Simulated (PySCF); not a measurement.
Potential energy surface of H2N, quartet: collinear N-H-H surface. Scanned: N-H distance and H-H distance.

Cartesian coordinates as functions of the variables (Å; names that start with a are angles):
```
N  0  0  -r1
H  0  0  0
H  0  0  r2
```

Level of theory: unrestricted Hartree-Fock/3-21G (PySCF 2.14.0).

Energy in eV above the lowest grid point; x is the N-H distance (Å), y the H-H distance (Å).

```
y \ x   0.88   0.96   1.04   1.12   1.22   1.32   1.44   1.56   1.72   1.92   2.18   2.55   3.02
-----  -----  -----  -----  -----  -----  -----  -----  -----  -----  -----  -----  -----  -----
2.15   2.727  2.161  2.000  2.073  2.334  2.655  2.979  3.187  3.335  3.414  3.450  3.465  3.473
1.81   2.789  2.214  2.041  2.099  2.332  2.613  2.890  3.068  3.197  3.267  3.299  3.314  3.324
1.55   2.912  2.316  2.118  2.142  2.317  2.524  2.720  2.844  2.933  2.982  3.006  3.018  3.028
1.37   3.070  2.441  2.204  2.178  2.274  2.391  2.492  2.548  2.582  2.597  2.603  2.608  2.617
1.22   3.276  2.597  2.300  2.202  2.190  2.197  2.185  2.158  2.118  2.077  2.047  2.032  2.034
1.11   3.491  2.755  2.390  2.214  2.093  1.996  1.883  1.779  1.667  1.568  1.495  1.451  1.442
1.02   3.729  2.927  2.488  2.228  1.999  1.807  1.603  1.434  1.263  1.123  1.025  0.973  0.963
0.94   4.008  3.133  2.610  2.261  1.926  1.644  1.360  1.137  0.921  0.752  0.640  0.582  0.572
0.87   4.329  3.375  2.767  2.331  1.897  1.536  1.186  0.917  0.667  0.477  0.354  0.292  0.282
0.80   4.753  3.708  3.004  2.474  1.939  1.501  1.086  0.776  0.492  0.283  0.151  0.086  0.075
0.74   5.235  4.101  3.307  2.693  2.071  1.568  1.099  0.755  0.445  0.220  0.079  0.011  0.000
0.68   5.872  4.641  3.751  3.050  2.341  1.773  1.252  0.875  0.539  0.297  0.149  0.078  0.067
0.63   6.569  5.249  4.275  3.501  2.718  2.098  1.534  1.129  0.772  0.517  0.362  0.289  0.277
```

Points that lie below all their neighbours on the grid: x = 3.02, y = 0.74 on the edge of the grid (0.000 eV); x = 1.04, y = 2.15 on the edge of the grid (2.000 eV). The lowest path on the grid from the first to the second passes x = 1.22, y = 1.22 at 2.190 eV.
